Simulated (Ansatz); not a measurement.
```yaml
crystal:
  periodic: [true, true, true]
  atoms:
    - {symbol: C, position_ang: [-0.970417, 1.718627, 0.226024]}
    - {symbol: C, position_ang: [-0.246924, 0.614789, 0.161223]}
    - {symbol: C, position_ang: [-0.353495, -0.747433, 0.806901]}
    - {symbol: C, position_ang: [0.504632, -1.300711, -0.356503]}
    - {symbol: C, position_ang: [0.885000, 0.153132, -0.727313]}
    - {symbol: H, position_ang: [-1.809859, 1.803135, 0.907895]}
    - {symbol: H, position_ang: [-0.752115, 2.574562, -0.403538]}
    - {symbol: H, position_ang: [-1.354237, -1.159627, 0.948439]}
    - {symbol: H, position_ang: [0.178274, -0.789357, 1.762516]}
    - {symbol: H, position_ang: [-0.110556, -1.767332, -1.127004]}
    - {symbol: H, position_ang: [1.319203, -1.976676, -0.095764]}
    - {symbol: H, position_ang: [0.848188, 0.441659, -1.779381]}
    - {symbol: H, position_ang: [1.862295, 0.435212, -0.323464]}
basis:
  gaussian: {orbitals: "6-31++G**"}
hamiltonian: {xc: {name: PBE0}}
output: {forces: true}
```

```sh
$ ansatz run in.yaml --threads 4 --pin off --events-out ev --progress --plain --max-ram 10444MiB
```

It prints (some lines left out):

```
Error: YAML parse error: error: line 2 column 3: crystal: missing field `lattice` (a structure is typed as `lattice` and `atoms`, a molecule's as `atoms` in Å alone, or read from a run's directory, `checkpoint`)
 --> <input>:2:3
1 | crystal:
2 |   periodic: [true, true, true]
3 |   atoms:
4 |     - {symbol: C, position_ang: [-0.970417, 1.718627, 0.226024]}
```

**Question.** Something in this input is off. What?

**Answer.** The molecule is marked periodic without a cell. The input was rejected before any iteration.
